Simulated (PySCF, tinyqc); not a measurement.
RHF in the sto-3g basis, for CH2, spin multiplicity 1, step by step. The lowest restricted solution is unstable here: a spin-polarised one lies 0.0276 hartree lower (PySCF). Computed by tinyqc, a small Python program that keeps every step (integrals from PySCF). Settings: charge = 0, multiplicity = 1, basis = sto-3g, energy threshold = 1e-09, iteration cap = 57, orthogonalisation = symmetric, start = highest core orbitals, DIIS depth = 4, method = RHF. Command: `OMP_NUM_THREADS=1 python tinyqc.py 25411 25412 out.jsonl` (the two numbers bound the seeds that draw the settings). One thread of a shared host (Intel(R) Xeon(R) Processor @ 2.60GHz), about 0.06 s of CPU time with the checks. Later iterations appear only in the table of the cycle.

## One-electron integrals

Geometry (angstrom):
```
atom,x,y,z
C,0.000000,0.000000,0.000000
H,0.000000,1.050000,0.696000
H,0.000000,-1.050000,0.696000
```

Basis sto-3g: exponents (1/bohr^2) and contraction coefficients of normalised primitives:
```
element,l (shell),exponent,coefficient
C,s (1),71.616837,0.154329
C,s (1),13.045096,0.535328
C,s (1),3.530512,0.444635
C,s (2),2.941249,-0.099967
C,s (2),0.683483,0.399513
C,s (2),0.222290,0.700115
C,p (3),2.941249,0.155916
C,p (3),0.683483,0.607684
C,p (3),0.222290,0.391957
H,s (1),3.425251,0.154329
H,s (1),0.623914,0.535328
H,s (1),0.168855,0.444635
```

Overlap, kinetic and nuclear-attraction integrals over the contracted functions; the nuclear repulsion is the sum of Za Zb / Rab.

nuclear repulsion = 5.29285813 hartree

overlap S, lower triangle:
```
,1C 1s,1C 2s,1C 2px,1C 2py,1C 2pz,2H 1s,3H 1s
1C 1s,1.000000
1C 2s,0.248362,1.000000
1C 2px,0.000000,0.000000,1.000000
1C 2py,0.000000,0.000000,0.000000,1.000000
1C 2pz,0.000000,0.000000,0.000000,0.000000,1.000000
2H 1s,0.042014,0.397884,0.000000,0.337151,0.223483,1.000000
3H 1s,0.042014,0.397884,0.000000,-0.337151,0.223483,0.100944,1.000000
```

kinetic energy T (hartree), lower triangle:
```
,1C 1s,1C 2s,1C 2px,1C 2py,1C 2pz,2H 1s,3H 1s
1C 1s,15.891122
1C 2s,-0.085890,0.472250
1C 2px,0.000000,0.000000,1.477728
1C 2py,0.000000,0.000000,0.000000,1.477728
1C 2pz,0.000000,0.000000,0.000000,0.000000,1.477728
2H 1s,-0.011853,0.059752,0.000000,0.140505,0.093135,0.760032
3H 1s,-0.011853,0.059752,0.000000,-0.140505,0.093135,-0.011013,0.760032
```

nuclear attraction V (hartree), lower triangle:
```
,1C 1s,1C 2s,1C 2px,1C 2py,1C 2pz,2H 1s,3H 1s
1C 1s,-34.492886
1C 2s,-4.400889,-6.019185
1C 2px,0.000000,0.000000,-5.914195
1C 2py,0.000000,0.000000,0.000000,-6.045181
1C 2pz,-0.014011,-0.152714,0.000000,0.000000,-5.971748
2H 1s,-0.755181,-1.954656,0.000000,-1.519455,-1.038165,-3.971319
3H 1s,-0.755181,-1.954656,0.000000,1.519455,-1.038165,-0.442066,-3.971319
```

core Hamiltonian H = T + V (hartree), lower triangle:
```
,1C 1s,1C 2s,1C 2px,1C 2py,1C 2pz,2H 1s,3H 1s
1C 1s,-18.601764
1C 2s,-4.486779,-5.546935
1C 2px,0.000000,0.000000,-4.436467
1C 2py,0.000000,0.000000,0.000000,-4.567453
1C 2pz,-0.014011,-0.152714,0.000000,0.000000,-4.494020
2H 1s,-0.767034,-1.894904,0.000000,-1.378950,-0.945030,-3.211287
3H 1s,-0.767034,-1.894904,0.000000,1.378950,-0.945030,-0.453078,-3.211287
```

## Two-electron integrals

Functions are numbered as in S; the eight-fold symmetry (ij|kl) = (ji|kl) = (kl|ij) leaves the list below.

Two-electron integrals (ij|kl) in chemists' order, unique and non-zero (hartree):
```
i,j,k,l,(ij|kl)
1,1,1,1,3.541948
2,1,1,1,0.576921
2,1,2,1,0.111888
2,2,1,1,0.854682
2,2,2,1,0.205284
2,2,2,2,0.624709
3,1,3,1,0.020296
3,2,3,1,0.030858
3,2,3,2,0.137996
3,3,1,1,0.852436
3,3,2,1,0.205335
3,3,2,2,0.624568
3,3,3,3,0.672833
4,1,4,1,0.020296
4,2,4,1,0.030858
4,2,4,2,0.137996
4,3,4,3,0.036269
4,4,1,1,0.852436
4,4,2,1,0.205335
4,4,2,2,0.624568
4,4,3,3,0.600295
4,4,4,4,0.672833
5,1,5,1,0.020296
5,2,5,1,0.030858
5,2,5,2,0.137996
5,3,5,3,0.036269
5,4,5,4,0.036269
5,5,1,1,0.852436
5,5,2,1,0.205335
5,5,2,2,0.624568
5,5,3,3,0.600295
5,5,4,4,0.600295
5,5,5,5,0.672833
6,1,1,1,0.097984
6,1,2,1,0.018901
6,1,2,2,0.034660
6,1,3,3,0.034543
6,1,4,1,0.000944
6,1,4,2,0.001772
6,1,4,4,0.034795
6,1,5,1,0.000626
6,1,5,2,0.001174
6,1,5,4,0.000167
6,1,5,5,0.034654
6,1,6,1,0.003262
6,2,1,1,0.253390
6,2,2,1,0.061765
6,2,2,2,0.209152
6,2,3,3,0.203973
6,2,4,1,0.004886
6,2,4,2,0.034849
6,2,4,4,0.214625
6,2,5,1,0.003239
6,2,5,2,0.023100
6,2,5,4,0.007061
6,2,5,5,0.208653
6,2,6,1,0.010896
6,2,6,2,0.094803
6,3,3,1,0.006041
6,3,3,2,0.032588
6,3,4,3,0.006663
6,3,5,3,0.004416
6,3,6,3,0.011114
6,4,1,1,0.186086
6,4,2,1,0.045920
6,4,2,2,0.164877
6,4,3,3,0.156649
6,4,4,1,0.009178
6,4,4,2,0.057854
6,4,4,4,0.177738
6,4,5,1,0.002079
6,4,5,2,0.016748
6,4,5,4,0.009563
6,4,5,5,0.160061
6,4,6,1,0.008448
6,4,6,2,0.088653
6,4,6,4,0.092508
6,5,1,1,0.123349
6,5,2,1,0.030438
6,5,2,2,0.109290
6,5,3,3,0.103836
6,5,4,1,0.002079
6,5,4,2,0.016748
6,5,4,4,0.108983
6,5,5,1,0.007419
6,5,5,2,0.043689
6,5,5,4,0.010074
6,5,5,5,0.114930
6,5,6,1,0.005599
6,5,6,2,0.058764
6,5,6,4,0.053953
6,5,6,5,0.046877
6,6,1,1,0.415135
6,6,2,1,0.102883
6,6,2,2,0.397527
6,6,3,3,0.376911
6,6,4,1,0.009708
6,6,4,2,0.094567
6,6,4,4,0.419511
6,6,5,1,0.006435
6,6,5,2,0.062684
6,6,5,4,0.028238
6,6,5,5,0.395628
6,6,6,1,0.018361
6,6,6,2,0.234005
6,6,6,4,0.240972
6,6,6,5,0.159730
6,6,6,6,0.774606
7,1,1,1,0.097984
7,1,2,1,0.018901
7,1,2,2,0.034660
7,1,3,3,0.034543
7,1,4,1,-0.000944
7,1,4,2,-0.001772
7,1,4,4,0.034795
7,1,5,1,0.000626
7,1,5,2,0.001174
7,1,5,4,-0.000167
7,1,5,5,0.034654
7,1,6,1,0.003167
7,1,6,2,0.010263
7,1,6,4,0.007299
7,1,6,5,0.005285
7,1,6,6,0.017042
7,1,7,1,0.003262
7,2,1,1,0.253390
7,2,2,1,0.061765
7,2,2,2,0.209152
7,2,3,3,0.203973
7,2,4,1,-0.004886
7,2,4,2,-0.034849
7,2,4,4,0.214625
7,2,5,1,0.003239
7,2,5,2,0.023100
7,2,5,4,-0.007061
7,2,5,5,0.208653
7,2,6,1,0.010263
7,2,6,2,0.066697
7,2,6,4,0.045231
7,2,6,5,0.040250
7,2,6,6,0.127087
7,2,7,1,0.010896
7,2,7,2,0.094803
7,3,3,1,0.006041
7,3,3,2,0.032588
7,3,4,3,-0.006663
7,3,5,3,0.004416
7,3,6,3,0.007284
7,3,7,3,0.011114
7,4,1,1,-0.186086
7,4,2,1,-0.045920
7,4,2,2,-0.164877
7,4,3,3,-0.156649
7,4,4,1,0.009178
7,4,4,2,0.057854
7,4,4,4,-0.177738
7,4,5,1,-0.002079
7,4,5,2,-0.016748
7,4,5,4,0.009563
7,4,5,5,-0.160061
7,4,6,1,-0.007299
7,4,6,2,-0.045231
7,4,6,4,-0.024396
7,4,6,5,-0.026814
7,4,6,6,-0.081136
7,4,7,1,-0.008448
7,4,7,2,-0.088653
7,4,7,4,0.092508
7,5,1,1,0.123349
7,5,2,1,0.030438
7,5,2,2,0.109290
7,5,3,3,0.103836
7,5,4,1,-0.002079
7,5,4,2,-0.016748
7,5,4,4,0.108983
7,5,5,1,0.007419
7,5,5,2,0.043689
7,5,5,4,-0.010074
7,5,5,5,0.114930
7,5,6,1,0.005285
7,5,6,2,0.040250
7,5,6,4,0.026814
7,5,6,5,0.031080
7,5,6,6,0.081078
7,5,7,1,0.005599
7,5,7,2,0.058764
7,5,7,4,-0.053953
7,5,7,5,0.046877
7,6,1,1,0.055529
7,6,2,1,0.013605
7,6,2,2,0.048207
7,6,3,3,0.046818
7,6,4,4,0.048200
7,6,5,1,0.001160
7,6,5,2,0.009024
7,6,5,5,0.049552
7,6,6,1,0.002348
7,6,6,2,0.019759
7,6,6,4,0.016093
7,6,6,5,0.013453
7,6,6,6,0.046075
7,6,7,1,0.002348
7,6,7,2,0.019759
7,6,7,4,-0.016093
7,6,7,5,0.013453
7,6,7,6,0.005173
7,7,1,1,0.415135
7,7,2,1,0.102883
7,7,2,2,0.397527
7,7,3,3,0.376911
7,7,4,1,-0.009708
7,7,4,2,-0.094567
7,7,4,4,0.419511
7,7,5,1,0.006435
7,7,5,2,0.062684
7,7,5,4,-0.028238
7,7,5,5,0.395628
7,7,6,1,0.017042
7,7,6,2,0.127087
7,7,6,4,0.081136
7,7,6,5,0.081078
7,7,6,6,0.251405
7,7,7,1,0.018361
7,7,7,2,0.234005
7,7,7,4,-0.240972
7,7,7,5,0.159730
7,7,7,6,0.046075
7,7,7,7,0.774606
```

## Orthogonalisation

S = U s U^T; symmetric (Loewdin) form X = U s^(-1/2) U^T, so that X^T S X = 1.

eigenvalues of S: 0.378442  0.470060  0.871221  1.000000  1.102852  1.428996  1.748429

X, lower triangle:
```
,1C 1s,1C 2s,1C 2px,1C 2py,1C 2pz,2H 1s,3H 1s
1C 1s,1.026512
1C 2s,-0.147144,1.187284
1C 2px,0.000000,0.000000,1.000000
1C 2py,0.000000,0.000000,0.000000,1.114807
1C 2pz,-0.009772,0.089270,0.000000,0.000000,1.048880
2H 1s,0.023281,-0.254720,0.000000,-0.218696,-0.140021,1.161509
3H 1s,0.023281,-0.254720,0.000000,0.218696,-0.140021,-0.018776,1.161509
```

## Starting guess

The start is the highest orbitals of the core Hamiltonian (a deliberately bad start); D = 2 C_occ C_occ^T.

D at the start, lower triangle:
```
,1C 1s,1C 2s,1C 2px,1C 2py,1C 2pz,2H 1s,3H 1s
1C 1s,0.030285
1C 2s,-0.161560,0.987168
1C 2px,0.000000,0.000000,2.000000
1C 2py,0.000000,0.000000,0.000000,0.345677
1C 2pz,0.158110,-0.495504,0.000000,0.000000,1.791646
2H 1s,0.100104,-0.905156,0.000000,-0.708283,-0.507974,2.881395
3H 1s,0.100104,-0.905156,0.000000,0.708283,-0.507974,-0.021114,2.881395
```

## Iteration 1: building the Fock matrix

J_ij = sum D_kl (ij|kl), K_ij = sum D_kl (ik|jl); F = H + J - 0.5 K; E = tr D H + tr D J / 2 - 0.25 tr D K + E_nn.

Coulomb J (hartree), lower triangle:
```
,1C 1s,1C 2s,1C 2px,1C 2py,1C 2pz,2H 1s,3H 1s
1C 1s,5.025330
1C 2s,1.217824,4.016552
1C 2px,0.000000,0.000000,3.995325
1C 2py,0.000000,0.000000,0.000000,4.012089
1C 2pz,-0.019570,0.014470,0.000000,0.000000,4.038854
2H 1s,0.204841,1.489522,0.000000,1.239695,0.834712,3.526195
3H 1s,0.204841,1.489522,0.000000,-1.239695,0.834712,0.357146,3.526195
```

exchange K (hartree), lower triangle:
```
,1C 1s,1C 2s,1C 2px,1C 2py,1C 2pz,2H 1s,3H 1s
1C 1s,0.100801
1C 2s,0.120031,0.790002
1C 2px,0.000000,0.000000,1.470374
1C 2py,0.000000,0.000000,0.000000,0.302325
1C 2pz,-0.025335,-0.526583,0.000000,0.000000,1.268973
2H 1s,0.016763,0.302086,0.000000,0.266325,0.161147,1.467051
3H 1s,0.016763,0.302086,0.000000,-0.266325,0.161147,0.080470,1.467051
```

Fock matrix F (hartree), lower triangle:
```
,1C 1s,1C 2s,1C 2px,1C 2py,1C 2pz,2H 1s,3H 1s
1C 1s,-13.626835
1C 2s,-3.328970,-1.925384
1C 2px,0.000000,0.000000,-1.176329
1C 2py,0.000000,0.000000,0.000000,-0.706527
1C 2pz,-0.020914,0.125047,0.000000,0.000000,-1.089653
2H 1s,-0.570574,-0.556425,0.000000,-0.272418,-0.190891,-0.418618
3H 1s,-0.570574,-0.556425,0.000000,0.272418,-0.190891,-0.136167,-0.418618
```

total energy of this density = -11.92237976 hartree

## Iteration 1: diagonalisation and new density

Diagonalise F' = X^T F X, C = X C', fill 4 alpha and 4 beta electrons from the bottom; D = 2 C_occ C_occ^T. Each column has its largest component positive (the first on a tie).

F' = X^T F X (hartree), lower triangle:
```
,1,2,3,4,5,6,7
1,-13.441670
2,-1.504100,-1.294679
3,0.000000,0.000000,-1.176329
4,0.000000,0.000000,0.000000,-0.639420
5,-0.045803,0.167784,0.000000,0.000000,-1.070688
6,-0.092715,-0.194340,0.000000,-0.139342,-0.077681,-0.202603
7,-0.092715,-0.194340,0.000000,0.139342,-0.077681,-0.022816,-0.202603
```

orbital energies (hartree): MO1 -13.627194, MO2 -1.280346, MO3 -1.176329, MO4 -0.995008, MO5 -0.712339, MO6 -0.129910, MO7 -0.106869

coefficients C:
```
,MO1,MO2,MO3,MO4,MO5,MO6,MO7
1C 1s,1.001387,-0.206510,0.000000,-0.147873,0.000000,0.096276,0.000000
1C 2s,-0.006246,0.855677,0.000000,0.604951,0.000000,-0.686179,0.000000
1C 2px,0.000000,0.000000,1.000000,0.000000,0.000000,0.000000,0.000000
1C 2py,0.000000,0.000000,0.000000,0.000000,0.938193,0.000000,-0.676937
1C 2pz,0.000919,-0.569419,0.000000,0.823342,0.000000,-0.381178,0.000000
2H 1s,0.001786,-0.014358,0.000000,-0.012938,0.084526,0.858820,0.858615
3H 1s,0.001786,-0.014358,0.000000,-0.012938,-0.084526,0.858820,-0.858615
```

D after iteration 1, lower triangle:
```
,1C 1s,1C 2s,1C 2px,1C 2py,1C 2pz,2H 1s,3H 1s
1C 1s,2.134577
1C 2s,-0.544833,2.196374
1C 2px,0.000000,0.000000,2.000000
1C 2py,0.000000,0.000000,0.000000,0.000000
1C 2pz,-0.006477,0.021674,0.000000,0.000000,2.004260
2H 1s,0.013334,-0.040247,0.000000,0.000000,-0.004950,0.000753
3H 1s,0.013334,-0.040247,0.000000,0.000000,-0.004950,0.000753,0.000753
```

## Iteration 2: building the Fock matrix

As before.

Coulomb J (hartree), lower triangle:
```
,1C 1s,1C 2s,1C 2px,1C 2py,1C 2pz,2H 1s,3H 1s
1C 1s,12.185186
1C 2s,2.373295,5.440407
1C 2px,0.000000,0.000000,5.484031
1C 2py,0.000000,0.000000,0.000000,5.337220
1C 2pz,0.000451,0.001169,0.000000,0.000000,5.483405
2H 1s,0.401659,1.746940,0.000000,1.333223,0.901742,3.166884
3H 1s,0.401659,1.746940,0.000000,-1.333223,0.901742,0.399669,3.166884
```

exchange K (hartree), lower triangle:
```
,1C 1s,1C 2s,1C 2px,1C 2py,1C 2pz,2H 1s,3H 1s
1C 1s,7.261110
1C 2s,1.278795,1.909220
1C 2px,0.000000,0.000000,1.726165
1C 2py,0.000000,0.000000,0.000000,0.449109
1C 2pz,-0.000172,0.002891,0.000000,0.000000,1.725064
2H 1s,0.224099,0.579444,0.000000,0.103383,0.285034,0.301038
3H 1s,0.224099,0.579444,0.000000,-0.103383,0.285034,0.208630,0.301038
```

Fock matrix F (hartree), lower triangle:
```
,1C 1s,1C 2s,1C 2px,1C 2py,1C 2pz,2H 1s,3H 1s
1C 1s,-10.047133
1C 2s,-2.752881,-1.061138
1C 2px,0.000000,0.000000,0.184482
1C 2py,0.000000,0.000000,0.000000,0.545212
1C 2pz,-0.013474,-0.152990,0.000000,0.000000,0.126853
2H 1s,-0.477424,-0.437686,0.000000,-0.097419,-0.185805,-0.194922
3H 1s,-0.477424,-0.437686,0.000000,0.097419,-0.185805,-0.157724,-0.194922
```

total energy of this density = -37.06843823 hartree

## Iteration 2: DIIS over 2 matrices

error matrix X^T (FDS - SDF) X:
```
,1,2,3,4,5,6,7
1,0.000000,0.066591,0.000000,0.000000,0.033711,-0.191579,-0.191579
2,-0.066591,0.000000,0.000000,0.000000,0.063588,0.366196,0.366196
3,0.000000,0.000000,0.000000,0.000000,0.000000,0.000000,0.000000
4,0.000000,0.000000,0.000000,0.000000,0.000000,0.000000,0.000000
5,-0.033711,-0.063588,0.000000,0.000000,0.000000,0.368323,0.368323
6,0.191579,-0.366196,0.000000,0.000000,-0.368323,0.000000,0.000000
7,0.191579,-0.366196,0.000000,0.000000,-0.368323,0.000000,0.000000
```

B (overlaps of the stored error matrices):
```
,1,2
1,4.5896710e-01,-4.0797792e-01
2,-4.0797792e-01,1.2450850e+00
```

Minimise |sum c_i e_i|^2 with sum c_i = 1: solve [B -1; -1 0][c; lambda] = [0; -1] with B_ij = tr e_i^T e_j, and take F = sum c_i F_i.

DIIS coefficients: 0.655975  0.344025

extrapolated F (hartree), lower triangle:
```
,1C 1s,1C 2s,1C 2px,1C 2py,1C 2pz,2H 1s,3H 1s
1C 1s,-12.395329
1C 2s,-3.130782,-1.628062
1C 2px,0.000000,0.000000,-0.708177
1C 2py,0.000000,0.000000,0.000000,-0.275898
1C 2pz,-0.018354,0.029395,0.000000,0.000000,-0.671145
2H 1s,-0.538528,-0.515576,0.000000,-0.212214,-0.189142,-0.341661
3H 1s,-0.538528,-0.515576,0.000000,0.212214,-0.189142,-0.143583,-0.341661
```

## Iteration 2: diagonalisation and new density

As before.

F' = X^T F X (hartree), lower triangle:
```
,1,2,3,4,5,6,7
1,-12.195142
2,-1.506446,-0.970900
3,0.000000,0.000000,-0.708177
4,0.000000,0.000000,0.000000,-0.154878
5,-0.038040,0.105097,0.000000,0.000000,-0.626258
6,-0.074553,-0.227651,0.000000,-0.181135,-0.120911,-0.112576
7,-0.074553,-0.227651,0.000000,0.181135,-0.120911,-0.029358,-0.112576
```

orbital energies (hartree): MO1 -12.395624, MO2 -0.901682, MO3 -0.708177, MO4 -0.679620, MO5 -0.377706, MO6 0.042692, MO7 0.139610

coefficients C:
```
,MO1,MO2,MO3,MO4,MO5,MO6,MO7
1C 1s,0.998678,-0.251279,0.000000,-0.017050,0.000000,0.125569,0.000000
1C 2s,0.005579,0.974872,0.000000,0.020924,0.000000,-0.786247,0.000000
1C 2px,0.000000,0.000000,1.000000,0.000000,0.000000,0.000000,0.000000
1C 2py,0.000000,0.000000,0.000000,0.000000,0.638131,0.000000,0.965007
1C 2pz,0.001949,-0.150428,0.000000,0.930887,0.000000,-0.508177,0.000000
2H 1s,-0.000908,0.057010,0.000000,0.118328,0.382741,0.848939,-0.773223
3H 1s,-0.000908,0.057010,0.000000,0.118328,-0.382741,0.848939,0.773223
```

D after iteration 2, lower triangle:
```
,1C 1s,1C 2s,1C 2px,1C 2py,1C 2pz,2H 1s,3H 1s
1C 1s,2.121580
1C 2s,-0.479501,1.901688
1C 2px,0.000000,0.000000,2.000000
1C 2py,0.000000,0.000000,0.000000,0.000000
1C 2pz,0.047749,-0.254318,0.000000,0.000000,1.778366
2H 1s,-0.034499,0.116096,0.000000,0.000000,0.203145,0.034505
3H 1s,-0.034499,0.116096,0.000000,0.000000,0.203145,0.034505,0.034505
```

## Iteration 12 (converged): orbitals

converged F (hartree), lower triangle:
```
,1C 1s,1C 2s,1C 2px,1C 2py,1C 2pz,2H 1s,3H 1s
1C 1s,-11.004744
1C 2s,-2.954341,-1.425135
1C 2px,0.000000,0.000000,0.232610
1C 2py,0.000000,0.000000,0.000000,-0.158156
1C 2pz,-0.024740,-0.054590,0.000000,0.000000,-0.198886
2H 1s,-0.511970,-0.562129,0.000000,-0.333975,-0.251452,-0.367142
3H 1s,-0.511970,-0.562129,0.000000,0.333975,-0.251452,-0.140246,-0.367142
```

As before.

F' = X^T F X (hartree), lower triangle:
```
,1,2,3,4,5,6,7
1,-10.775611
2,-1.552448,-0.667169
3,0.000000,0.000000,0.232610
4,0.000000,0.000000,0.000000,0.107438
5,-0.049742,0.116287,0.000000,0.000000,-0.082647
6,-0.040752,-0.350807,0.000000,-0.374262,-0.253195,-0.015026
7,-0.040752,-0.350807,0.000000,0.374262,-0.253195,-0.028643,-0.015026
```

orbital energies (hartree): MO1 -11.010342, MO2 -0.775450, MO3 -0.470834, MO4 -0.293369, MO5 0.232610, MO6 0.510064, MO7 0.591887

coefficients C:
```
,MO1,MO2,MO3,MO4,MO5,MO6,MO7
1C 1s,0.993428,-0.223433,0.000000,0.127526,0.000000,-0.153212,0.000000
1C 2s,0.027311,0.736377,0.000000,-0.574381,0.000000,0.834336,0.000000
1C 2px,0.000000,0.000000,0.000000,0.000000,1.000000,0.000000,0.000000
1C 2py,0.000000,0.000000,0.524542,0.000000,0.000000,0.000000,1.031168
1C 2pz,0.004722,0.130441,0.000000,0.765293,0.000000,0.738049,0.000000
2H 1s,-0.005653,0.259342,0.467984,0.270344,0.000000,-0.773029,-0.724814
3H 1s,-0.005653,0.259342,-0.467984,0.270344,0.000000,-0.773029,0.724814
```

D after iteration 12, lower triangle:
```
,1C 1s,1C 2s,1C 2px,1C 2py,1C 2pz,2H 1s,3H 1s
1C 1s,2.106168
1C 2s,-0.421298,1.745822
1C 2px,0.000000,0.000000,0.000000
1C 2py,0.000000,0.000000,0.000000,0.550288
1C 2pz,0.146281,-0.686775,0.000000,0.000000,1.205421
2H 1s,-0.058172,0.071077,0.000000,0.490955,0.481389,0.718771
3H 1s,-0.058172,0.071077,0.000000,-0.490955,0.481389,-0.157267,0.718771
```

## Convergence

Stop when the energy changes by less than 1e-09 hartree and every element of the error matrix X^T (F D S - S D F) X is below 9e-06.

Course of the cycle:
```
iteration,E (hartree),change,largest element of the error matrix
1,-11.92237976,-,2.43e-01
2,-37.06843823,-2.51e+01,3.68e-01
3,-37.30761600,-2.39e-01,3.40e-01
4,-37.44223657,-1.35e-01,2.85e-01
5,-38.14775782,-7.06e-01,3.36e-01
6,-38.17273793,-2.50e-02,3.17e-01
7,-38.32445560,-1.52e-01,1.14e-01
8,-38.34069701,-1.62e-02,1.57e-02
9,-38.34142300,-7.26e-04,2.47e-03
10,-38.34144266,-1.97e-05,2.34e-04
11,-38.34144282,-1.62e-07,3.16e-06
12,-38.34144282,-2.19e-11,3.12e-07
```

PySCF RHF in the same basis = -38.34144282 hartree

Converged in 12 iterations.

## Populations, bond orders and dipole

Mulliken: Z minus the diagonal of D S on the atom; Loewdin: the same with S^(1/2) D S^(1/2); Mayer order: 2 sum_s sum (D(s) S)_ij (D(s) S)_ji over the two atoms.

Charges (e):
```
atom,Mulliken,Loewdin
1C,0.003680,0.033919
2H,-0.001840,-0.016960
3H,-0.001840,-0.016960
```

Mayer bond orders:
```
pair,order
2-1,0.986350
3-1,0.986350
3-2,0.013647
```

dipole moment about the origin, x y z (debye): 0.000000  0.000000  1.427241
